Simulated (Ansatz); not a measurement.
# C3H6ClFO: how energies converge with the basis set

Aim: see how fast density functionals converge with the basis set for C3H6ClFO.

The runs use Ansatz 0.2.0, Gaussian basis; one geometry, several basis sets.

Plan: PBE0-D4/def2-SVP; ωB97M-V/def2-SVP; PBE0-D4/def2-QZVPP; ωB97M-V/def2-QZVPP; the functionals' def2-TZVPP values are taken from earlier runs.

**1. The relaxed structure**

The geometry comes from an earlier relaxation with PBE0-D4 in a triple-zeta def2 set; it is a stationary point, not always the lowest conformer.

SMILES `CC(Cl)OCF`, 12 atoms, charge 0, spin multiplicity 1.

Atoms are counted from 1 here; the program's logs count them from 0.

Bond lengths: C1–C2 1.500 Å, C1–H7 1.090 Å, C1–H8 1.089 Å, C1–H9 1.092 Å, C2–Cl3 1.818 Å, C2–O4 1.388 Å, C2–H10 1.091 Å, O4–C5 1.378 Å, C5–F6 1.376 Å, C5–H11 1.090 Å, C5–H12 1.094 Å. Angles: C2–C1–H7 110.0°, C2–C1–H8 110.3°, C2–C1–H9 109.0°, H7–C1–H8 109.2°, H7–C1–H9 109.0°, H8–C1–H9 109.3°, C1–C2–Cl3 109.8°, C1–C2–O4 108.7°, C1–C2–H10 112.7°, Cl3–C2–O4 110.6°, Cl3–C2–H10 104.1°, O4–C2–H10 111.0°, C2–O4–C5 115.7°, O4–C5–F6 110.6°, O4–C5–H11 106.8°, O4–C5–H12 111.6°, F6–C5–H11 108.3°, F6–C5–H12 107.4° and more.

**2. PBE0-D4 in def2-SVP**

Contents of in.yaml:

```yaml
crystal:
  periodic: [false, false, false]
  atoms:
    - {symbol: C, position_ang: [-1.553445, -0.426606, -0.774746]}
    - {symbol: C, position_ang: [-0.352871, -0.400825, 0.123441]}
    - {symbol: Cl, position_ang: [-0.885659, -0.403637, 1.861563]}
    - {symbol: O, position_ang: [0.388635, 0.738778, -0.158232]}
    - {symbol: C, position_ang: [1.640500, 0.795198, 0.414893]}
    - {symbol: F, position_ang: [2.472606, -0.145582, -0.148093]}
    - {symbol: H, position_ang: [-2.150559, 0.473331, -0.624949]}
    - {symbol: H, position_ang: [-2.165693, -1.302061, -0.562988]}
    - {symbol: H, position_ang: [-1.219486, -0.462845, -1.813852]}
    - {symbol: H, position_ang: [0.259507, -1.298945, 0.032289]}
    - {symbol: H, position_ang: [2.042853, 1.783917, 0.194696]}
    - {symbol: H, position_ang: [1.600511, 0.594277, 1.489876]}
basis:
  gaussian: {orbitals: def2-SVP}
hamiltonian: {xc: pbe0, dispersion: d4}
output: {orbitals: {seedname: orbitals}}
```

On the command line:

```
ansatz run in.yaml --threads 4 --pin off --events-out ev --progress --plain --max-ram 10444MiB
```

After this run come: ωB97M-V in def2-SVP; PBE0-D4 in def2-QZVPP; ωB97M-V in def2-QZVPP.

Before running them: what should the planned runs give, taken together? Wanted: PBE0-D4: double and triple zeta above quadruple; ωB97M-V: double and triple zeta above quadruple.

As calculated:

```
                                       quantity           value
PBE0-D4: double and triple zeta above quadruple  14.44, 0.80 eV
ωB97M-V: double and triple zeta above quadruple  14.68, 0.77 eV
```

**Reading.** PBE0-D4 gains 13.65 eV from double to triple zeta, then 0.80 eV more. Total energies overstate the basis error of differences, where much of it tends to cancel. The LUMO of ωB97M-V is positive and keeps falling with the basis (3.41 to 2.02 eV): an unbound level that the basis holds in place.
